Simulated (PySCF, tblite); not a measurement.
# Nitric acid (HNO₃): geometry, infrared bands, NMR shifts and spin-spin couplings

Aim: predict the infrared bands, NMR shifts and spin-spin couplings of Nitric acid (HNO₃) (`O=[N+]([O-])O`).

The runs use tblite 0.8.0 and PySCF 2.14.0, with density-fitted response routines of our own; the level of theory stands in each step. All values are computed, except where a source is named. Atoms count from 0, in the outputs and in this text.

### 1 The molecule as given

5 atoms, charge 0, multiplicity 1; geometry from: force field or distance geometry start.

Bonds of the start (Å): O0–N1 1.22, N1–O2 1.22, N1–O3 1.39, O3–H4 0.96.

### 2 Geometry optimisation with GFN2-xTB

What the job is given:

```
{"job": {"kind": "relax", "xc": "GFN2-xTB", "basis": "xTB"}, "charge": 0, "multiplicity": 1}
O     -0.249900     0.958900    -0.767000
N     -0.408500    -0.052200    -0.108900
O     -1.354800    -0.795800     0.094800
O      0.753800    -0.421300     0.548000
H      1.268100     0.313300     0.215900
```

Started as:

```sh
$ OMP_NUM_THREADS=1 python probes_run.py task.json out
```

This one command runs all jobs of the session in turn.

Log:

```text
step      E/eV     max force
  0    -421.56512    3.390
  1    -421.69730    2.940
  2    -421.75998    1.663
  3    -421.80503    0.853
  4    -421.84165    0.804
  5    -421.87109    0.730
  6    -421.88553    0.422
  7    -421.89543    0.254
  8    -421.89979    0.204
  9    -421.90132    0.087
 10    -421.90147    0.018
 11    -421.90149    0.011
 12    -421.90149    0.004
```

The steps of the relaxation:

```
step  energy from step 0 (eV)  largest force (eV/Å)
   0                   0.0000                3.3896
   1                  -0.1322                2.9397
   2                  -0.1949                1.6634
   3                  -0.2399                0.8534
   4                  -0.2765                0.8044
   5                  -0.3060                0.7296
   6                  -0.3204                0.4222
   7                  -0.3303                0.2540
   8                  -0.3347                0.2044
   9                  -0.3362                0.0874
  10                  -0.3364                0.0176
  11                  -0.3364                0.0108
  12                  -0.3364                0.0042
```

Distances of close pairs at the start and the end, largest changes first:

```csv
bond,before (Å),after (Å),change (Å)
N1–O2,1.221,1.175,-0.046
O0–N1,1.217,1.185,-0.031
O3–H4,0.956,0.973,+0.016
N1–O3,1.385,1.391,+0.006
```

The next job starts from the end point, and lists it.

### 3 Vibrational analysis with GFN2-xTB

What the job is given:

```
{"job": {"kind": "ir", "xc": "GFN2-xTB", "basis": "xTB"}, "charge": 0, "multiplicity": 1}
O     -0.391800     0.936591    -0.799570
N     -0.444350    -0.039437    -0.128933
O     -1.338909    -0.771288     0.080610
O      0.739121    -0.380304     0.517628
H      1.444560     0.257291     0.313080
```

Log:

```text
mode    cm-1     km/mol
  1     478.7    174.38
  2     558.4     13.32
  3     670.0      0.29
  4     759.0    113.49
  5     867.9    405.68
  6    1135.2    106.20
  7    1340.2    374.54
  8    1860.5    665.28
  9    3430.3     69.61
```

The strongest bands and the atoms that carry them (share of the mass-weighted mode):

```csv
cm⁻¹,km/mol,atoms
479,174.4,H4 90 %
558,13.3,"O3 25 %, O2 24 %, O0 22 %, H4 18 %"
759,113.5,N1 77 %
868,405.7,"N1 47 %, O3 23 %, O2 15 %, O0 14 %"
1135,106.2,"H4 75 %, O3 17 %"
1340,374.5,"O0 37 %, O2 33 %, N1 29 %"
1860,665.3,"N1 67 %, O2 18 %, O0 14 %"
3430,69.6,H4 94 %
```

### 4 Nuclear shieldings: PBE0/pcSseg-1

What the job is given:

```
{"job": {"kind": "nmr", "xc": "PBE0", "basis": "pcSseg-1"}, "charge": 0, "multiplicity": 1}
O     -0.391800     0.936591    -0.799570
N     -0.444350    -0.039437    -0.128933
O     -1.338909    -0.771288     0.080610
O      0.739121    -0.380304     0.517628
H      1.444560     0.257291     0.313080
```

Method: GIAO PBE0/pcSseg-1 NMR shielding, non-relativistic, gas phase.

Log:

```text
coarse grid: 4944 points
cycle   1  E = -280.2421069252  dE =  1.207e+00  |g| = 1.276e+00  |ddm| = 2.189e+00
cycle   2  E = -279.7217705487  dE =  5.203e-01  |g| = 2.268e+00  |ddm| = 1.562e+00
cycle   3  E = -280.5159412912  dE = -7.942e-01  |g| = 1.830e-01  |ddm| = 1.023e+00
cycle   4  E = -280.5163336744  dE = -3.924e-04  |g| = 1.728e-01  |ddm| = 1.878e-01
cycle   5  E = -280.5213981870  dE = -5.065e-03  |g| = 4.004e-02  |ddm| = 1.113e-01
cycle   6  E = -280.5216605467  dE = -2.624e-04  |g| = 1.378e-02  |ddm| = 2.886e-02
cycle   7  E = -280.5216945357  dE = -3.399e-05  |g| = 2.075e-03  |ddm| = 8.737e-03
cycle   8  E = -280.5216953268  dE = -7.911e-07  |g| = 2.415e-04  |ddm| = 1.420e-03
final grid: 49992 points
cycle   9  E = -280.5737497283  dE = -1.762e-06  |g| = 1.179e-02  |ddm| = 1.130e-02
cycle  10  E = -280.5737115042  dE =  3.822e-05  |g| = 1.945e-02  |ddm| = 1.333e-02
cycle  11  E = -280.5737706824  dE = -5.918e-05  |g| = 1.503e-03  |ddm| = 8.724e-03
cycle  12  E = -280.5737710464  dE = -3.641e-07  |g| = 4.523e-04  |ddm| = 9.864e-04
cycle  13  E = -280.5737710798  dE = -3.337e-08  |g| = 1.244e-04  |ddm| = 3.118e-04
cycle  14  E = -280.5737710815  dE = -1.670e-09  |g| = 8.553e-05  |ddm| = 1.150e-04
cycle  15  E = -280.5737710828  dE = -1.340e-09  |g| = 8.793e-06  |ddm| = 5.112e-05
cycle  16  E = -280.5737710828  dE = -1.796e-11  |g| = 1.017e-06  |ddm| = 7.658e-06
converged SCF energy = -280.5737710828

GIAO shielding tensors (ppm)
atom      isotropic    diamagn.    paramagn.     s11        s22        s33       span
  0 O     -154.068     398.880    -552.948   -301.511   -254.918     94.224    395.735
  1 N      -78.589     301.340    -379.929   -243.963    -11.800     19.996    263.959
  2 O     -141.139     395.620    -536.760   -326.988   -249.327    152.896    479.884
  3 O      -29.820     390.053    -419.873   -285.568    -93.616    289.724    575.292
  4 H       22.431      30.049      -7.618     16.862     22.634     27.797     10.935
```

It took 8.7 s on 1 thread, shared host.

Shifts follow as δ = σ(reference) − σ, with reference shieldings (ppm) from runs at the same level and on the same kind of geometry: ¹H TMS 31.72, ¹⁵N NH3 267.7, ¹⁷O H2O 336.1. The references are single molecules in the gas phase, so shifts against H2O, NH3, PH3, H3PO4 or CFCl3 are not on the usual liquid scales and can be off by tens of ppm. Atoms listed in one row are averaged.

```csv
atoms,environment,σ (ppm),δ (ppm)
H4,hydrogen on a N–OH oxygen,22.43,9.29
"O0, O2",oxygen bonded to N,-147.6,483.7
O3,N–OH oxygen,-29.8,365.9
N1,nitro nitrogen,-78.6,346.3
```

The run also stored atomic charges by several schemes (e):

```csv
atoms,Mulliken,IAO,Hirshfeld,ESP fit
"O0, O2",-0.29,-0.35,-0.17,-0.39
N1,0.58,0.74,0.31,0.88
O3,-0.27,-0.44,-0.16,-0.54
```

Mayer bond orders: O0–N1 1.66, N1–O2 1.71, N1–O3 0.95.

Orbitals, density, ELF and potential are computed afterwards from the orbital file.

Frontier orbitals at PBE0/pcSseg-1, with the share of their density that lies nearest to each atom:

```csv
orbital,energy (eV),lies on
HOMO,-9.47,O0 54 %; O2 35 %; O3 7 %
LUMO,-1.72,"N1 40 %; O0, O2 about 26 % each; O3 6 %"
```

ELF in a plane through or near 5 of the atoms.

Ten even steps from ' ' (0.00) to '@' (0.99):
```
                                                        
                                                        
                                                        
                                                        
                  ..::::..      ..::::::..              
                ::++****++::    ==####**==..            
              ..--##%%%%##--  ..**%%@@%%##--..          
              ..==##%%%%%%++  ..**%%####%%**--..        
            ..==**##==**--**==++##++==::%%##==..        
          ::##@@@@@@%%**####==..==####%%@@##==::        
          --%%@@@@@@%%++--++--##--++==++##**--..        
          ..##@@%%##--  ..==##%%##==..    ..            
              ::..    ::**%%++--**%%**::                
                    ::**%%@@##==%%@@%%**::              
                    --**%%%%%%%%%%%%##++::              
                    ..::==++++****++==::                
                          ..........                    
                                                        
                                                        
                                                        
```
The map spans 8.2 Å across and 7.6 Å up, centred on the molecule. Atoms in the plane (x, y in Å): O0 (0.4, -1.2), N1 (0.5, 0.0), O2 (1.4, 0.7), O3 (-0.8, 0.6), H4 (-1.5, 0.0).

On the surface of density 0.002 e/bohr³ the electrostatic potential runs, from the 1st to the 99th percentile, from -0.91 V near O2 to 3.22 V near H4.

### 5 Indirect couplings: B3LYP/pcJ-1

What the job is given:

```
{"job": {"kind": "j", "xc": "B3LYP", "basis": "pcJ-1"}, "charge": 0, "multiplicity": 1}
O     -0.391800     0.936591    -0.799570
N     -0.444350    -0.039437    -0.128933
O     -1.338909    -0.771288     0.080610
O      0.739121    -0.380304     0.517628
H      1.444560     0.257291     0.313080
```

Level: B3LYP/pcJ-1 indirect spin-spin coupling, non-relativistic, gas phase.

Log:

```text
coarse grid: 4944 points
cycle   1  E = -280.5256055011  dE =  1.200e+00  |g| = 1.353e+00  |ddm| = 2.136e+00
cycle   2  E = -279.8518230590  dE =  6.738e-01  |g| = 2.546e+00  |ddm| = 1.658e+00
cycle   3  E = -280.8209749007  dE = -9.692e-01  |g| = 2.329e-01  |ddm| = 1.103e+00
cycle   4  E = -280.8204719088  dE =  5.030e-04  |g| = 2.331e-01  |ddm| = 2.365e-01
cycle   5  E = -280.8294081579  dE = -8.936e-03  |g| = 5.827e-02  |ddm| = 1.457e-01
cycle   6  E = -280.8299521410  dE = -5.440e-04  |g| = 1.954e-02  |ddm| = 3.970e-02
cycle   7  E = -280.8300181296  dE = -6.599e-05  |g| = 2.901e-03  |ddm| = 1.205e-02
cycle   8  E = -280.8300195785  dE = -1.449e-06  |g| = 2.902e-04  |ddm| = 1.821e-03
final grid: 49992 points
cycle   9  E = -280.8873827844  dE = -1.154e-04  |g| = 5.882e-03  |ddm| = 6.631e-03
cycle  10  E = -280.8873714452  dE =  1.134e-05  |g| = 9.915e-03  |ddm| = 6.654e-03
cycle  11  E = -280.8873867422  dE = -1.530e-05  |g| = 1.113e-03  |ddm| = 5.043e-03
cycle  12  E = -280.8873868536  dE = -1.114e-07  |g| = 7.762e-04  |ddm| = 9.143e-04
cycle  13  E = -280.8873869523  dE = -9.868e-08  |g| = 1.511e-04  |ddm| = 4.311e-04
cycle  14  E = -280.8873869557  dE = -3.425e-09  |g| = 5.916e-05  |ddm| = 1.094e-04
cycle  15  E = -280.8873869563  dE = -6.033e-10  |g| = 1.108e-05  |ddm| = 3.607e-05
converged SCF energy = -280.8873869563

Indirect spin-spin couplings (Hz)
  i      j    bonds     total        FC       PSO       DSO        SD
  0 O    1 N    1    -43.869   -35.938    -8.133     0.066     0.135
  0 O    2 O    2     -4.061    -0.945    -9.640    -0.071     6.595
  0 O    3 O    2    -11.419    -2.453    -9.445    -0.038     0.516
  0 O    4 H    3      3.361     0.732     2.095     0.010     0.524
  1 N    2 O    1    -41.482   -34.818    -7.484     0.065     0.755
  1 N    3 O    1    -33.508   -31.636    -2.486     0.078     0.537
  1 N    4 H    2      0.949     0.197     0.460     0.136     0.157
  2 O    3 O    2     -2.027     4.744    -7.309    -0.030     0.568
  2 O    4 H    3     -0.355    -2.578     1.213     0.625     0.384
  3 O    4 H    1    -67.638   -60.134    -7.216    -0.331     0.044
```

Run time: 7.1 s. Hardware: 1 thread, shared host.

Couplings of 1 Hz or more, nine at most for each number of bonds, with means over like pairs (isotopes 1H, 15N, 17O):

| pair | bonds | J (Hz) | Fermi contact (Hz) |
| --- | --- | --- | --- |
| O3–H4 | 1 | -67.6 | -60.1 |
| O0–N1 | 1 | -42.7 | -35.4 |
| N1–O3 | 1 | -33.5 | -31.6 |
| O0–O3 | 2 | -6.7 | 1.1 |
| O0–O2 | 2 | -4.1 | -0.9 |
| O0–H4 | 3 | 1.5 | -0.9 |

Quadrupole couplings from the field gradients of the same density:

| atom | isotope | eQq/h (MHz) | η |
| --- | --- | --- | --- |
| O3 | 17O | -14.0 | 0.64 |
| O2 | 17O | 12.9 | 0.69 |
| O0 | 17O | 12.7 | 0.78 |
| N1 | 14N | 1.298 | 0.45 |

Shifts (PBE0/pcSseg-1, unscaled) and these couplings together give the proton spectrum at 600 MHz below.

¹H NMR δ 9.29 (br s, 1H).

### 6 Summary of results

| quantity | value |
| --- | --- |
| strongest single infrared mode (GFN2-xTB) | 1860 cm⁻¹, 665 km/mol |
| zero-point energy (GFN2-xTB) | 15.9 kcal/mol |
| ¹H shifts against TMS (PBE0/pcSseg-1) | 9.29 ppm |
| ¹⁷O shifts against H2O (PBE0/pcSseg-1, means over atoms taken as alike) | 483.7, 365.9 ppm |
| ¹⁵N shifts against NH3 (PBE0/pcSseg-1) | 346.3 ppm |
| surface potential, 1st and 99th percentile | -0.91 V and 3.22 V |
| largest coupling of the table (B3LYP/pcJ-1) | ¹J(O,H) O3–H4, -67.6 Hz |

What this shows: Over 12 steps the energy fell by 0.336 eV; of the close pairs, N1–O2 changed most, 1.221 to 1.175 Å. All 9 modes are real, so the xTB geometry is a minimum. The strongest single mode, at 1860 cm⁻¹, moves mainly N1. GFN2-xTB is a fitted tight-binding method: band positions and strengths are rough. Its intensities can rank the bands wrongly. At PBE0/pcSseg-1: The largest span, 575 ppm, is at O3, where the paramagnetic term is -420 ppm. By nearest atom (PBE0/pcSseg-1), the HOMO sits on O0 54 %; O2 35 % and the LUMO on N1 40 %; O0, O2 about 26 % each. In the run at B3LYP/pcJ-1, the largest coupling of the table is O3–H4, -67.6 Hz, of which the Fermi-contact term gives -60.1 Hz.
